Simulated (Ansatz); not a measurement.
# What a trial cell of Pt₂Br₃ relaxes into

Level of theory: DFT PBE, scalar-relativistic, plane waves, PAW (Ansatz 0.2.0). Cutoff 420 eV, Γ-centred k mesh, Gaussian smearing, no spin polarisation in the final step.

The start puts Pt₂Br₃ on the A-type sesquioxide structure type (P-3m1, No. 164), with Pt in place of La, Br in place of O, at a guessed volume.

```
Pt Br
1.0
     4.42476    0.00000    0.00000
    -2.21238    3.83196    0.00000
     0.00000    0.00000    6.88421
Pt Br
2 3
Cartesian
  0.0000 2.5546 1.6866
  2.2124 1.2773 5.1976
  0.0000 0.0000 0.0000
  0.0000 2.5546 4.4403
  2.2124 1.2773 2.4439
```

Cell and atoms relax at zero pressure; the relaxation can't lower the symmetry of the start. After a coarse first stage the cell is made exact in the group found at 0.06 Å.

Formation energies are uncorrected and refer to the elements' standard structures at the same level.

(1) What does it relax into?

(2) What are its volume, energy, density and gap?

## Answers

(1) It keeps P-3m1 (No. 164), but not the shape of the type it started on. Conventional cell: a = 3.979 Å, c = 9.487 Å. Around Pt lie 6 Br at 2.62–2.74 Å; Br on Wyckoff site a (1 atom of the primitive cell) is coordinated by 6 Pt at 2.74 Å; Br on Wyckoff site d (2 atoms of the primitive cell) has 3 Pt at 2.62 Å.

```
Pt Br
1.0
     3.97851    0.00000    0.00000
    -1.98925    3.44549    0.00000
     0.00000    0.00000    9.48686
Pt Br
2 3
Direct
  0.33333 0.66667 0.15842
  0.66667 0.33333 0.84158
  0.00000 0.00000 0.00000
  0.33333 0.66667 0.70893
  0.66667 0.33333 0.29107
```

(2) The volume per atom is 26.0 Å³ and the density is 8.0 g/cm³. The energy over the elements is 0.21 eV/atom. The gap on the 12×12×4 mesh is 0 eV (a metal).

The final run used a 12×12×4 mesh on its 5-atom cell and 0.10 eV smearing. The k mesh leaves about 4 meV/atom of noise in metals. Weakly bound directions are ill-defined at this level, which has no dispersion term. Spin–orbit coupling is left out. A structure relaxed within its symmetry needn't be a true minimum. The steps took roughly 100 core-seconds in all.

Cost: 3 runs of about 1.7 core-minutes in all, on Intel Xeon 6975P-C (Granite Rapids) (shared hosts).